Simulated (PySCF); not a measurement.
```xyz
2

O     0.0000    0.0000   -1.2192
S     0.0000    0.0000    0.6096
```

Basis set: cc-pVTZ on O; cc-pV(T+d)Z on S (spherical functions). Frozen core: 6 orbitals. Charge 0, multiplicity 1.

Starred EOM-CCSD(T)(a) on the restricted Hartree–Fock determinant with PySCF 2.14.0; the energies are vertical.

Q: The solver was asked for the few lowest roots only. Give the ionization energies of singlet SO among them whose weight of singles is over 0.7.

A:

| root | energy (eV) | weight of singles |
| --- | --- | --- |
| 1 | 10.09 | 0.95 |
| 2 | 12.57 | 0.90 |
| 3 | 13.38 | 0.92 |

Higher main lines weren't sought. Caution: the closed shell is not the ground state.
